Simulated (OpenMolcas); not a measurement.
**AlF2 (SMILES [F][Al][F]): UTM/pcseg-0 (Cholesky decomposition, C-PCM chloroform, fermi aufbau 1, tessera area 0.2)**

Aim: the energy of AlF2. 

The calculation is run with OpenMolcas 26.06.

8 further runs of the same task are left out: 2 that didn't finish, 6 set aside as unsound or not needed.

## Step 1: Starting point

AlF2: 3 atoms, total charge 0, spin state doublet. As SMILES, `[F][Al][F]`. The coordinates come from a PBE0-D4/def2-TZVP relaxation.

Bond lengths: F1–Al2 1.647 Å, Al2–F3 1.647 Å. Angles: F1–Al2–F3 119.7°.

## Step 2: The energy at UTM/pcseg-0 (Cholesky decomposition, C-PCM chloroform, fermi aufbau 1, tessera area 0.2)

File job.inp:

```
* AlF2 Kohn-Sham DFT
&GATEWAY
BASLIB
$CurrDir
COORD
3
bohr
F      1.00722402    -2.57229520     0.25775864
Al     0.73453654     0.52043057     0.46336085
F     -1.76216961     1.92941037    -0.74606387
BASIS
pcseg-0
GROUP
NoSym
RF-INPUT
PCM-Model
Solvent=chloroform
Conductor
AAre=0.2
End of RF-Input
&SEWARD
HIGH
&SCF
UHF
SPIN
2
KSDFT
2
1.0 MGGA_X_TM
1.0 MGGA_C_TM
FERMI
1
PRORBITALS
0
```

The basis set pcseg-0 is read from a file made from the Basis Set Exchange's data (not shown).

On the command line:

```bash
$ export MOLCAS_MEM=300
$ pymolcas job.inp > job.log
```

Standard output:

```text
--- Start Module: gateway ---

                                              &GATEWAY

                       available to each process: 300 MB of memory, 1 thread

 Basis Set     1 Label: F.PCSEG-0
 Basis set is read from library:.
 basistype.tbl is not found

 Basis Set     2 Label: AL.PCSEG-0
 Basis set is read from library:.
 basistype.tbl is not found

 Basis Set     3 Label: F.PCSEG-0
 Basis set is read from library:.
 basistype.tbl is not found

++    Symmetry information:
      ---------------------

                    Character Table for C1

                             E
                    a        1  x, y, xy, Rz, z, xz, Ry, yz, Rx, I
--

++    Basis set information:
      ----------------------

      Basis set label: F.PCSEG-0.........

      Electronic valence basis set:
      ------------------
      Associated Effective Charge   9.000000 au
      Associated Actual Charge      9.000000 au
      Nuclear Model: Point charge

      Shell  nPrim  nBasis  Cartesian Spherical Contaminant
         s       6       3        X
         p       3       2        X

      Basis set label: AL.PCSEG-0.........

      Electronic valence basis set:
      ------------------
      Associated Effective Charge  13.000000 au
      Associated Actual Charge     13.000000 au
      Nuclear Model: Point charge

      Shell  nPrim  nBasis  Cartesian Spherical Contaminant
         s       9       4        X
         p       6       3        X

      Basis set label: F.PCSEG-0.........

      Electronic valence basis set:
      ------------------
      Associated Effective Charge   9.000000 au
      Associated Actual Charge      9.000000 au
      Nuclear Model: Point charge

      Shell  nPrim  nBasis  Cartesian Spherical Contaminant
         s       6       3        X
         p       3       2        X
--

++    Molecular structure info:
      -------------------------

                    ************************************************
                    **** Cartesian Coordinates / bohr, angstrom ****
                    ************************************************

     Center  Label                x              y              z                     x              y              z
        1      F1               1.007224      -2.572295       0.257759              0.533000      -1.361200       0.136400
        2      AL2              0.734537       0.520431       0.463361              0.388700       0.275400       0.245200
        3      F3              -1.762170       1.929410      -0.746064             -0.932500       1.021000      -0.394800

                    ***************************************
                    *    InterNuclear Distances / bohr    *
                    ***************************************

               1 F1            2 AL2           3 F3
    1 F1       0.000000
    2 AL2      3.111524        0.000000
    3 F3       5.379828        3.111507        0.000000

                    *******************************************
                    *    InterNuclear Distances / angstrom    *
                    *******************************************

               1 F1            2 AL2           3 F3
    1 F1       0.000000
    2 AL2      1.646548        0.000000
    3 F3       2.846883        1.646538        0.000000
--

            Nuclear Potential Energy             90.26075307 au

--- Stop Module: gateway /rc=_RC_ALL_IS_WELL_ ---

--- Start Module: seward ---

                                              &SEWARD

                       available to each process: 300 MB of memory, 1 thread

               SEWARD will generate:
                  Multipole Moment integrals up to order  2
                  Kinetic Energy integrals
                  Nuclear Attraction integrals (point charge)
                  One-Electron Hamiltonian integrals
                  Velocity integrals
                  Reaction Field integrals (PCM)
                  Orbital angular momentum around (  0.0843   0.0281   0.0496 )
                  Velocity quadrupole around (  0.0843   0.0281   0.0496 )
                  Cholesky decomposed two-electron repulsion integrals
                   - CD Threshold:   1.00E-08

                   Integrals are discarded if absolute value <: 1.00E-40
                   Integral cutoff threshold is set to       <: 1.00E-40

            Nuclear Potential Energy             90.26075307 au

      Basis set specifications :
      Symmetry species         a
      Basis functions           31

--- Stop Module: seward /rc=_RC_ALL_IS_WELL_ ---

--- Start Module: scf ---

                                                &SCF

                       available to each process: 300 MB of memory, 1 thread

++    Input section:
      --------------

      Header of the integral files:

      Cartesian coordinates in angstrom:
      -----------------------------------------------------
      No.  Label        X            Y            Z
      -----------------------------------------------------
       1   F1         0.53300000  -1.36120000   0.13640000
       2   AL2        0.38870000   0.27540000   0.24520000
       3   F3        -0.93250000   1.02100000  -0.39480000
      -----------------------------------------------------
      Nuclear repulsion energy =   90.26075307
--

++    Orbital specifications:
      -----------------------

      Symmetry species               1
                                     a
      Frozen orbitals                0
      Start temperature = 0.500
      End temperature   = 0.005
      Temperature Factor= 0.400
      Deleted orbitals               0
      Total number of orbitals      31
      Number of basis functions     31
--

      Molecular charge                           0.000

      Polarizable Continuum Model (PCM) activated
      Solvent: chloroform
      Version: Conductor
      Average area for surface element on the cavity boundary: 0.2000 angstrom^2
      Minimum radius for added spheres: 0.2000 angstrom
      Calculation type: equilibrium

      Numerical integration parameters
      --------------------------------
      Radial quadrature type:                         MHL
      Size of radial grid:                            75
      Lebedev angular grid:                           29
      Angular grid pruned with the crowding factor:  3.00E+00
                                 and fading factor:  6.00E+00
      Screening threshold for integral computation:   1.00E-11
      Radial quadrature accuracy:                     1.00E-25
      Maximum batch size:                             128
      AO values are stored on disk
      The same grid will be used for all iterations.

      DFT functional specifications
      -----------------------------
      Using Libxc version: 6.2.2
      Please cite the following reference:
      S. Lehtola, C. Steigemann, M. J.T. Oliveira, and M. A.L. Marques.,  SoftwareX 7, 1–5 (2018) doi:10.1016/j.softx.2017.11.002

      * Tao and Mo 2016 exchange
        - J. Tao and Y. Mo.,  Phys. Rev. Lett. 117, 073001 (2016) doi:10.1103/PhysRevLett.117.073001
      * Tao and Mo 2016 correlation
        - J. Tao and Y. Mo.,  Phys. Rev. Lett. 117, 073001 (2016) doi:10.1103/PhysRevLett.117.073001

++    Optimization specifications:
      ----------------------------

      SCF Algorithm: LK-Cholesky USCF
      LK screening threshold:                     4.50E-02
      Local-Exchange (LK) algorithm.
       - the density matrix is decomposed
      D(i)-D(i-1) density differences are used
      Number of density matrices in core                 5
      Maximum number of NDDO SCF iterations            400
      Maximum number of HF SCF iterations              400
      Threshold for SCF energy change             1.00E-09
      Threshold for density matrix                1.00E-04
      Threshold for Fock matrix                   1.50E-04
      Threshold for linear dependence             1.00E-09
      Threshold at which DIIS is turned on        1.50E-01
      Maximum depth in the DIIS procedure                5
      Maximum depth in the BFGS Hessian update          30
      Threshold at which QNR/C2DIIS is turned on  7.50E-02
      Threshold for Norm(delta) (QNR/C2DIIS)      1.00E-03
      All orbitals punched on: UHFORB
--

      Detected guessorb starting orbitals

++ Convergence information
                               UHF [...]      iterations: Energy and convergence statistics

Iter     Tot. [...]      One-elec.       Two-elec.     Energy      Max Dij or  Max Fij      DNorm      TNorm      AccCon     Time
         Energy          Energy          Energy        Change      Delta Norm                                                in Sec.
   1  -439.320434814  -639.674277770   203.203405031   0.00E+00    1.87E-01*   5.00E-01*    7.80E+00   7.22E+01   None         0.
   2  -440.270861428  -650.639781333   213.218481981  -9.50E-01*   4.64E-01*   2.55E-01*    2.96E+00   7.39E+01   EDIIS        0.
   3  -440.039260084  -636.602531621   199.412833613   2.32E-01*   3.24E-02*   1.36E-01*    2.55E+00   7.15E+01   EDIIS        0.
   4  -441.111783118  -652.148534960   213.886313918  -1.07E+00*   5.09E-01*   1.10E-01*    2.52E+00   7.40E+01   EDIIS        0.
   5  -440.952294831  -643.336372737   205.233639981   1.59E-01*   1.24E-01*   6.10E-02*    1.85E+00   7.25E+01   EDIIS        0.
   6  -441.205741298  -648.720389004   210.364209781  -2.53E-01*   1.09E-01*   2.71E-02*    4.91E-01   7.34E+01   EDIIS        0.
   7  -441.200063616  -650.494800393   212.144298852   5.68E-03*   2.66E-02*   1.36E-02*    3.48E-01   7.37E+01   EDIIS        0.

       Fermi aufbau procedure completed!
      nOcc(alpha)=   16
      nOcc(beta) =   15

   8  -441.208827454  -649.615472609   211.256207230  -8.76E-03*   3.26E-03*   3.28E-03*    9.10E-02   7.36E+01   c2DIIS       0.
   9  -441.209166706  -649.398648320   211.039043690  -3.39E-04*   1.62E-03*   1.35E-04     7.05E-03   7.35E+01   QNRc2DIIS    0.
  10  -441.209166516  -649.409188198   211.049583757   1.90E-07*   8.71E-04    2.59E-04*    2.35E-03   7.35E+01   QNRc2DIIS    0.
  11  -441.209166837  -649.402666144   211.043061383  -3.21E-07*   3.93E-05    4.05E-06     1.27E-03   7.35E+01   QNRc2DIIS    0.
  12  -441.209166837  -649.402638886   211.043034124  -1.39E-10    1.06E-05    1.02E-06     7.27E-05   7.35E+01   QNRc2DIIS    0.

       Convergence after  12 Iterations
--

 *****************************************************************************************************************************
 *                                             SCF/KS-DFT Program, Final results                                             *
 *                                                       Final Results                                                       *
 *****************************************************************************************************************************

::    Total KS-DFT energy                            -441.2091668372
      One-electron energy                            -649.4026388860
      Two-electron energy                             211.0430341243
      Nuclear repulsion energy                         -2.8495620755
      Kinetic energy (interpolated)                   439.9910879908
      Virial theorem                                    1.0027684171
      Total spin, S(S+1)                                0.7512080585
      Total spin, S                                     0.5006038469
      Max non-diagonal density matrix element           0.0000044860
      Max non-diagonal Fock matrix element              0.0000001761

      No orbitals printed
      No orbitals printed

++    Molecular charges:
      ------------------

      Mulliken charges per centre
      ---------------------------

                            F1                      AL2                     F3
                     alpha        beta       alpha        beta       alpha        beta
      Total        4.7860      4.7568      6.4280      5.4863      4.7860      4.7568
      Total              9.5428                 11.9143                  9.5429

      Charge           -0.5428                  1.0857                 -0.5429

      Total electronic charge=   31.000000

      Total            charge=   -0.000000
--

++    Molecular orbitals:
      -------------------

      Title: Natural orbitals

      Molecular orbitals for symmetry species 1: a

          Orbital            1         2         3         4         5         6         7         8         9        10
          Energy          -55.5820  -24.3231  -24.3247   -3.6947   -2.5560   -2.7693   -1.6514   -0.2875   -1.6655   -1.0218
          Occ. No.          2.0000    2.0000    2.0000    2.0000    2.0000    2.0000    2.0000    2.0000    2.0000    2.0000

        1 F1     1s         0.0000    0.6891   -0.7071    0.0106    0.0001   -0.0122   -0.1408   -0.0009    0.1360   -0.2129
        2 F1     1s        -0.0003    0.0302   -0.0332   -0.0167   -0.0002    0.0192    0.2543    0.0016   -0.2470    0.3936
        3 F1     1s         0.0008   -0.0187    0.0164   -0.0171   -0.0002    0.0209    0.2419    0.0016   -0.2300    0.3792
[... 26 lines of this table left out ...]
       30 F3     2pz        0.0000    0.0001   -0.0006    0.0035   -0.0093    0.0016    0.0530   -0.3286   -0.0417   -0.0064
       31 F3     2pz        0.0004   -0.0007   -0.0018    0.0035   -0.0115    0.0013    0.0624   -0.3940   -0.0464   -0.0031

          Orbital           11        12        13        14        15        16        17        18        19        20
          Energy           -0.3816   -0.5759   -0.3084   -0.3320   -0.3118   -0.1072    0.0259    0.2268    0.3540    1.4832
          Occ. No.          2.0000    2.0000    2.0000    1.9998    1.9996    1.0000    0.0004    0.0002    0.0000    0.0000

        1 F1     1s        -0.0134    0.0941   -0.0195    0.0020   -0.0000   -0.0295   -0.0000   -0.0910   -0.0286    0.1680
        2 F1     1s         0.0214   -0.1715    0.0218   -0.0146   -0.0000    0.0506   -0.0000    0.2765    0.3262   -0.7776
        3 F1     1s         0.0739   -0.1686    0.0964    0.0219    0.0001    0.1560    0.0005    0.1143   -0.9147    0.7423
[... 26 lines of this table left out ...]
       30 F3     2pz       -0.0432    0.1293    0.1005    0.1609    0.3066    0.0684   -0.1214    0.0657   -0.0495    0.2699
       31 F3     2pz       -0.0441    0.1542    0.1120    0.1888    0.3529    0.0958   -0.2203   -0.0658    0.1659   -0.2418

          Orbital           21        22        23        24        25        26        27        28        29        30
          Energy            0.7001    0.9906    0.8936    0.8562    0.9738    1.6699    1.7635    1.8907    1.6572    1.6417
          Occ. No.          0.0000    0.0000    0.0000    0.0000    0.0000    0.0000    0.0000    0.0000    0.0000    0.0000

        1 F1     1s         0.0717    0.1124   -0.0151   -0.0538    0.0000   -0.1521    0.0051   -0.1123   -0.1611   -0.1237
        2 F1     1s        -0.4367   -0.5878    0.1762    0.3100   -0.0002    0.7329   -0.0244    0.5924    0.7713    0.5807
        3 F1     1s         0.7301    0.7522   -0.3104   -0.3736    0.0003   -0.7869    0.0263   -0.7607   -0.8087   -0.5860
[... 26 lines of this table left out ...]
       30 F3     2pz       -0.1111   -0.2307   -0.0176    0.0790   -0.3328    0.1456    0.6035   -0.1378   -0.1624    0.1794
       31 F3     2pz        0.1726    0.1585    0.2100   -0.2379    0.3097   -0.1249   -0.5643    0.1085    0.1691   -0.1717

          Orbital           31
          Energy            1.4576
          Occ. No.          0.0000

        1 F1     1s         0.0000
        2 F1     1s        -0.0003
        3 F1     1s         0.0003
        4 F1     2px        0.2819
        5 F1     2px       -0.2843
        6 F1     2py        0.0586
        7 F1     2py       -0.0591
        8 F1     2pz       -0.5134
        9 F1     2pz        0.5178
       10 AL2    1s         0.0000
       11 AL2    1s        -0.0002
       12 AL2    1s         0.0004
       13 AL2    1s        -0.0006
       14 AL2    2px        0.1218
       15 AL2    2px       -0.3104
       16 AL2    2px        0.2945
       17 AL2    2py        0.0254
       18 AL2    2py       -0.0647
       19 AL2    2py        0.0614
       20 AL2    2pz       -0.2221
       21 AL2    2pz        0.5662
       22 AL2    2pz       -0.5367
       23 F3     1s         0.0000
       24 F3     1s        -0.0003
       25 F3     1s         0.0003
       26 F3     2px        0.2826
       27 F3     2px       -0.2850
       28 F3     2py        0.0593
       29 F3     2py       -0.0597
       30 F3     2pz       -0.5155
       31 F3     2pz        0.5198
--

++    Molecular properties:
      ---------------------

      Charge (e):
                      =   -0.0000
      Dipole Moment (debye):
      Origin of the operator (angstrom)=    0.0446    0.0149    0.0263
                   X=  1.5493E+00               Y=  1.1756E+00               Z=  9.9326E-01           Total=  2.1838E+00
      Quadrupole Moment (debye*angstrom):
      Origin of the operator (angstrom)=    0.0446    0.0149    0.0263
                  XX= -2.3185E+01              XY=  3.6604E+00              XZ= -1.9149E+00              YY= -2.7342E+01
                  YZ=  1.0465E+00              ZZ= -1.9856E+01
      In traceless form (debye*angstrom)
                  XX=  4.1399E-01              XY=  5.4906E+00              XZ= -2.8723E+00              YY= -5.8216E+00
                  YZ=  1.5697E+00              ZZ=  5.4076E+00
--

--- Stop Module: scf /rc=_RC_ALL_IS_WELL_ ---
--- Module scf spent 2 seconds ---

.##################.
.# Happy landing! #.
.##################.

    Timing: Wall=3.28 User=3.00 System=0.27
```

It took 3.6 s on 1 thread of Arm Neoverse V2, shared host.

## Step 3: Summary of results

At UTM/pcseg-0 (Cholesky decomposition, C-PCM chloroform, fermi aufbau 1, tessera area 0.2):

| quantity | value |
| --- | --- |
| total energy | -441.20917 Eh |
| dipole moment | 2.18 D |
| HOMO energy (highest over α and β) | -3.81 eV |
| LUMO energy (lowest over α and β) | -2.06 eV |
| ⟨S²⟩ | 0.751 |

**Reading.** Mulliken charges run from -0.54 on F3 to +1.09 on Al2; they depend strongly on the basis.
